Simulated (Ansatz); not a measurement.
# C3H4 (singlet): from Hartree-Fock to the top rungs, cc-pVDZ

An exercise on one series of results from a longer session: the logs are not shown, and one member is left open.

Program: Ansatz 0.2.0, Gaussian basis. Level of theory: cc-pVDZ, core rule «outside noble gas», up to 3 orbitals frozen. These are calculated values, not measurements.

To be run: UHF; CCSD(T) on RHF; CCSDT(Q) on RHF; CCSDTQ on RHF.

2 further runs of the same task are left out: 2 set aside as unsound or not needed.

### The geometry

The geometry is an MP2(full)/6-31G* stationary point (not a proven minimum).

7 atoms, charge 0, spin multiplicity 1.

Atoms are counted from 1 here; the program's logs count them from 0.

Bond lengths: C1–C2 1.311 Å, C1–C3 1.311 Å, C2–H4 1.086 Å, C2–H5 1.086 Å, C3–H6 1.086 Å, C3–H7 1.086 Å. Angles: C2–C1–C3 180.0°, C1–C2–H4 121.4°, C1–C2–H5 121.4°, H4–C2–H5 117.2°, C1–C3–H6 121.4°, C1–C3–H7 121.4°, H6–C3–H7 117.2°.

As a file:

```mol
C3H4
  3D, bonds by distance, orders not assigned

  7  6  0  0  0  0  0  0  0  0999 V2000
    0.0000    0.0000    0.0000 C   0  0
    0.0000    0.0000    1.3112 C   0  0
    0.0000    0.0000   -1.3112 C   0  0
    0.0000    0.9268    1.8766 H   0  0
    0.0000   -0.9268    1.8766 H   0  0
    0.9268    0.0000   -1.8766 H   0  0
   -0.9268    0.0000   -1.8766 H   0  0
  1  2  8  0
  1  3  8  0
  2  4  8  0
  2  5  8  0
  3  6  8  0
  3  7  8  0
M  END
```

The first run:

in.yaml reads:

```yaml
crystal:
  periodic: [false, false, false]
  atoms:
    - {symbol: C, position_ang: [0.000000, 0.000000, 0.000000]}
    - {symbol: C, position_ang: [0.000000, 0.000000, 1.311190]}
    - {symbol: C, position_ang: [0.000000, 0.000000, -1.311190]}
    - {symbol: H, position_ang: [0.000000, 0.926778, 1.876642]}
    - {symbol: H, position_ang: [0.000000, -0.926778, 1.876642]}
    - {symbol: H, position_ang: [0.926778, 0.000000, -1.876642]}
    - {symbol: H, position_ang: [-0.926778, 0.000000, -1.876642]}
basis:
  gaussian: {orbitals: cc-pVDZ}
magnetization: {spin_polarized: true, initial_magnetization: 0}
hamiltonian: {xc: hf}
output: {orbitals: {seedname: orbitals}}
```

Run with:

```sh
> ansatz run in.yaml --threads 1 --pin off --events-out ev --progress --plain --max-ram 3956MiB --backend cpu
```

Among the steps run: UHF; CCSD(T) on RHF; CCSDT(Q) on RHF; CCSDTQ on RHF.

One of the session's tables, all rows but one given; the rest of the session is left out.

It belongs to the step «Misses and costs». 

```
   method  from RCCSDTQ (kJ/mol)
      RHF                +1168.8
     RMP2                 +139.2
    RCCSD                  +47.9
 RCCSD(T)                   +5.0
   RCCSDT                      ?
RCCSDT(Q)                   -0.3
  RCCSDTQ                      0
```

**Question.** Estimate the row for RCCSDT.

The run gave: from RCCSDTQ (kJ/mol): +2.8. In the column «from RCCSDTQ (kJ/mol)» it lies between RCCSDTQ (0) and RCCSD(T) (+5.0).

With the free atoms at the same levels and basis (separate runs), the atomisation energy is 28.253 eV at RCCSDTQ, 28.225 eV at RCCSD(T), 22.190 eV at RHF.
